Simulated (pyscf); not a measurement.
silanol (HO–SiH₃) + H atom (H•) → silyl (SiH₃•) + water (H₂O), a substitution at O (doublet surface; O–Si broken, H–O formed). PySCF, gas phase, ωB97X-D3(BJ)/def2-SVP geometries. Correlated levels are frozen-core, on RHF or UHF. ΔMP2 is the change of the MP2 total energy from the triple- to the quadruple-zeta basis. Energies in kcal/mol from the separated reactants.

AM1 to PM7: differences of heats of formation from MOPAC. Open shells are spin-unrestricted. 

Quick PM6 single points give ΔE‡ = 10.9 kcal/mol and ΔE = +7.3 kcal/mol. What does CCSD(T)/def2-TZVPP + ΔMP2(QZVPP) give, and how far is the quick result from it?

CCSD(T)/def2-TZVPP + ΔMP2(QZVPP) gives ΔE‡ = 29.5 kcal/mol and ΔE = +1.5 kcal/mol. PM6 lies 18.7 kcal/mol under it in the barrier and 5.8 kcal/mol over it in the reaction energy, so on this step it does not hold to within 3.0 kcal/mol. CCSD(T)/def2-TZVPP + ΔMP2(QZVPP) has limits of its own. At the saddle there is also a short H–Si contact that neither side keeps. The same reactants have a lower exit, to HO–SiH₂• + H₂ (barrier +4.9 kcal/mol at ωB97M-D3(BJ), against +27.9 kcal/mol here). One saddle was located; it need not be the lowest between these sides. The angle at the attacked O is 49° (front-side attack). The CCSD(T) − MP2 part came from Ansatz, without density fitting, on the same reference.
